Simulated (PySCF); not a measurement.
p-benzoquinone radical anion, C₆H₄O₂ (charge -1 and doublet state).
SMILES with atom numbers: `[O:1]=[C:2]1[CH:3]=[CH:4][C:5](=[O:6])[CH:7]=[CH:8]1` (hydrogens: H9 on C3; H10 on C4; H11 on C7; H12 on C8)

Structure used (PBE0-D3(BJ)/def2-SVP), in Å, numbered top down from 1:
```
atom  x, y, z in Å
O1     2.673    0.545   -0.045
C2     1.444    0.294   -0.026
C3     0.430    1.331    0.034
C4    -0.913    1.057    0.054
C5    -1.444   -0.294    0.017
O6    -2.673   -0.546    0.036
C7    -0.429   -1.330   -0.042
C8     0.914   -1.058   -0.063
H9     0.800    2.362    0.063
H10   -1.656    1.861    0.100
H11   -0.799   -2.361   -0.071
H12    1.657   -1.862   -0.109
```

Computed, not measured: PBE0-D3(BJ)/def2-SVP geometry optimisation, gas phase (PySCF 2.14.0).

Take the most abundant isotopes and a rigid rotor. The values belong to one conformer with, in the numbering `[O:1]=[C:2]1[CH:3]=[CH:4][C:5](=[O:6])[CH:7]=[CH:8]1`, O1–C2–C3–C4 180°, C3–C4–C5–O6 180°, C4–C5–C7–C8 0°, O1–C2–C8–C7 180°.

(1) Give the principal moments of inertia and the rotational constants in MHz.

(2) What kind of rotor is it?

(3) Is it planar, by Δ = Ic − Ia − Ib?

(4) Where do the levels up to J = 5 lie, in K?

Results:

(1) Ia = 90.08, Ib = 319.12, Ic = 409.20 u·Å²; 505379 MHz·u·Å²/I gives A = 5610, B = 1584, C = 1235 MHz.

(2) An asymmetric top. Ray's parameter κ = (2B − A − C)/(A − C) = -0.841; −1 is the prolate and +1 the oblate limit.

(3) Planar: Δ = Ic − Ia − Ib = 0.00 u·Å². For a rigid frame Δ = −2 Σ m c², so it vanishes when all atoms lie in the ab plane; here none is more than 0.01 Å from it.

(4) Above 0(0,0), as E/k:
J = 1: 1(0,1) 0.135, 1(1,1) 0.329, 1(1,0) 0.345
J = 2: 2(0,2) 0.405, 2(1,2) 0.582, 2(1,1) 0.633, 2(2,1) 1.212, 2(2,0) 1.213
J = 3: 3(0,3) 0.806, 3(1,3) 0.962, 3(1,2) 1.063, 3(2,2) 1.618, 3(2,1) 1.623, 3(3,1) 2.627, 3(3,0) 2.627
J = 4: 4(0,4) 1.337, 4(1,4) 1.468, 4(1,3) 1.635, 4(2,3) 2.158, 4(2,2) 2.174, 4(3,2) 3.170, 4(3,1) 3.170, 4(4,1) 4.579, 4(4,0) 4.579
J = 5: 5(0,5) 1.994, 5(1,5) 2.099, 5(1,4) 2.348, 5(2,4) 2.833, 5(2,3) 2.868, 5(3,3) 3.849, 5(3,2) 3.851, 5(4,2) 5.258, 5(4,1) 5.258, 5(5,1) 7.071, 5(5,0) 7.071

The point group D2h allows no dipole (computed: 0.00 D (about the centre of mass, as the species is charged)), so a rigid rotor has no electric-dipole lines.

Estimate the classical rotational partition function at 10 K, 25 K and 100 K.

Point group D2h, symmetry number σ = 4; q = (√π/σ)·√((kT/h)³/(ABC)), k/h = 20836.6 MHz/K: 402 at 10 K, 1590 at 25 K, 12700 at 100 K.

For this open shell read J as N, the rotation without spin; fine and hyperfine splittings come on top. Whether it is a minimum is left open (no frequencies). ⟨S²⟩ = 0.765 (exact for a doublet: 0.75). Whether the extra electron is bound in the gas phase wasn't checked; a finite basis holds it in any case. The geometry's basis has no diffuse functions, a weakness for an anion. These are rigid-rotor constants of the computed structure; measured ground-state constants (B0) also hold zero-point vibration.

On Arm Neoverse V1, one thread, shared host, this took 52 s. That covers the optimisation of the geometry.
